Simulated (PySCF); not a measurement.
Potential energy curve for O2, triplet.

Levels of theory: UKS-TPSSh = unrestricted TPSSh/cc-pVDZ run with PySCF; ROKS-r2SCAN = restricted open-shell r2SCAN/cc-pVDZ run with PySCF; UCCSD(T) = CCSD(T) on UHF/cc-pVDZ, 2 core orbitals frozen in PySCF 2.14.0.

Energies are in kcal/mol, each relative to the lowest point of its own curve near equilibrium.

```tsv
R / Å	UKS-TPSSh	ROKS-r2SCAN	UCCSD(T)
0.89	225.5	223.9	229.5
0.95	124.6	123.3	127.0
1.01	62.3	61.4	63.7
1.07	26.1	25.5	26.9
1.11	12.1	11.7	12.7
1.17	1.7	1.6	2.0
1.19	0.4	0.3	0.6
1.22	0.0	0.0	0.0
1.28	3.4	3.6	3.3
1.32	8.0	8.2	7.8
1.39	18.8	19.1	17.8
1.49	37.7	38.0	34.5
```

At the longest distance, 1.49 Å, ROKS-r2SCAN lies highest above its minimum (38.0 kcal/mol) and UCCSD(T) lowest (34.5 kcal/mol).

The scan ran from 0.89 to 4.81 Å; beyond the distances shown one of the unrestricted levels run for this scan, shown here or not, changes its spin distribution in one step.
